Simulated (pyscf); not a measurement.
Routes from H₃Si–O–PH₂ + silylene (SiH₂) [singlet]

Candidate steps break at most two bonds and form at most two. Each was searched with GFN2-xTB (tblite) first. PySCF, gas phase, ωB97X-D3(BJ)/def2-SVP geometries. Correlated levels are frozen-core, on RHF or UHF. ΔMP2 is the change of the MP2 total energy from the triple- to the quadruple-zeta basis. Energies: CCSD(T)/def2-TZVPP + ΔMP2(QZVPP), eV, from the separated reactants, singlet surface; ΔG‡ with ideal gas, 1 atm, RRHO with modes under 100 cm⁻¹ raised to 100, one conformer, R ln 2 for chiral ones without a mode under 150 cm⁻¹.

```
products              type    ΔE‡     ΔE  ΔG‡ 298 K  ΔG‡ 900 K  ν‡ (cm⁻¹)
---------------  ---------  -----  -----  ---------  ---------  ---------
H₃Si–O–SiH₂–PH₂  insertion  -0.31  -3.80       0.26       1.28       466i
H₃Si–O–PH–SiH₃   insertion  -0.22  -2.46       0.33       1.36       508i
```

Row 1: On the reactant side the descent ends in an adduct with a O–Si contact, 0.87 eV under the separated species and 0.39 eV under the saddle at ωB97X-D3(BJ)/def2-TZVP. Row 2: On the reactant side the descent ends in an adduct with a P–Si contact, 0.52 eV under the separated species and 0.12 eV under the saddle at ωB97X-D3(BJ)/def2-TZVP. 

Plain bond fissions and candidates not yet searched are not listed, and one of them may be faster. Each barrier is that of the saddle found; lower ones may exist. The CCSD(T) − MP2 part came from Ansatz, without density fitting, on the same reference.
